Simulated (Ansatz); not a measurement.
Relaxed structures of CH4Si2, singlet (PBE0-D4/def2-TZVP; forces vanish, vibrations not checked; lower isomers may exist, and structures with a doubtful reference or unclear bonds are left out; Å). Ansatz 0.2.0; basis: def2-TZVPP; cores frozen in the correlated methods.

(1) Rank them by CCSD(T) energy, lowest first, and give each one's height above the lowest. Links in brackets join atoms within 1.22 times the sum of their covalent radii (1.1 for two metals). (To be estimated.)
A.
CH₄Si₂ ([CH2]1[SiH][SiH]1)
```
7
angstrom
C 0.3056 0.0154 0.6172
Si 0.4485 0.2262 -1.2847
Si -1.3620 -0.3305 -0.2731
H -2.0824 -1.6141 -0.0189
H 1.0387 1.4742 -1.8546
H 0.2605 0.8631 1.2999
H 0.9381 -0.7795 1.0110
```
B.
CH₄Si₂ ([CH]1[SiH][SiH2]1)
```
7
angstrom
C -0.8341 -0.4284 -0.3778
Si 0.3294 0.5524 -1.1589
Si 0.3841 -0.0338 0.9626
H -1.7510 -0.9952 -0.4660
H 0.5272 1.0838 -2.5356
H 0.0374 0.8927 2.0756
H 1.3070 -1.0715 1.5001
```
C.
CH₄Si₂ ([H]1[Si]2[CH2][SiH]12)
```
7
angstrom
C -0.9410 -0.7191 -0.4379
Si 0.4277 0.4332 -0.8612
Si 0.2122 -0.4238 1.1750
H -1.9929 -0.4509 -0.3559
H 0.3016 1.6023 -1.7781
H 0.1680 1.1799 0.6340
H -0.8072 -1.7298 -0.8182
```

T1 diagnostic: at most 0.026. The T1 diagnostic is large here, which may signal multireference character or strong orbital relaxation, so CCSD(T) is less sure. The restricted Hartree–Fock reference is unstable towards an unrestricted one at one or more of these structures. A large double-excitation amplitude points to some diradical character; no triplet was computed.

Results:

(1) By the calculation: B (0.0 kJ/mol), C (4.2 kJ/mol), A (54.1 kJ/mol). Heights count from the lowest.

For scale, one of the runs: CCSD(T)/def2-TZVPP, 171 basis functions, launched by `ansatz run in.yaml --threads 2 --pin off --events-out ev --progress --plain --max-ram 4352MiB`. The run took 9 s on 2 CPU threads of an Intel Xeon 6975P-C (shared host), with 1.4 GiB of host memory at its peak.
